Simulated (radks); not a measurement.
# P³⁻ held by a Watson sphere

One table from this session's results is given with a row withheld; the runs are named, their logs left out.

Method: scalar-relativistic Kohn-Sham, PBEsol, spin-unpolarised, spherical densities, point nucleus. Code: radks (a radial shooting solver on a logarithmic mesh, Libxc functionals) version 1.

## The atom as given

| Quantity | Value |
| --- | --- |
| element | phosphorus (Z = 15) |
| charge | -3 |
| electrons | 18 |
| configuration | [Ar] |

The outer shells:

P³⁻
```
[Ne] core
3s [↑↓]
3p [↑↓][↑↓][↑↓]
```

The first run:

Input:

```text
Z 15
configuration [Ar]
relativity scalar-relativistic
functional pbe_sol,pbe_sol
spin unpolarised
nucleus point
c 137.035999084
watson charge 3 radius 2.1 bohr
response adiabatic LDA kernel
```

Steps of the session up to this table: R = 2.1 bohr; R = 2.16 bohr; R = 3.01 bohr; R = 3.55 bohr; R = 3.62 bohr; R = 3.77 bohr.

One table of the session follows, with a row left open; its other results are not shown here.

```
R (bohr)  highest level (eV)  its <r> (bohr)  sum of <r²> (bohr²)  α (bohr³)
     2.1              -7.916           2.279                47.49      30.14
    2.16              -7.792           2.304                48.42      31.41
    3.01                   ?               ?                    ?          ?
    3.55              -5.071           2.858                71.70      85.91
    3.62              -4.959           2.885                72.95      90.40
    3.77              -4.726           2.942                75.67      100.8
```

**Question.** Estimate the row for R (bohr) = 3.01.

Worked estimate for «highest level (eV)». A straight line through the neighbours (2.16, -7.792) and (3.55, -5.071) gives -7.792 + (-5.071 + 7.792) × (3.01 − 2.16) / (3.55 − 2.16) = -6.128; a parabola fitted to 4 rows on both sides gives -6.049.

The run gave: highest level (eV): -6.038; its <r> (bohr): 2.648; sum of <r²> (bohr²): 62.32; α (bohr³): 57.84. In «highest level (eV)» the line misses by -0.090 and the parabola by -0.011.

In words: From R = 2.1 to 3.77 bohr the top level moves from -7.916 to -4.726 eV and its mean radius from 2.28 to 2.94 bohr. A wider sphere makes a shallower well, so the ion swells.
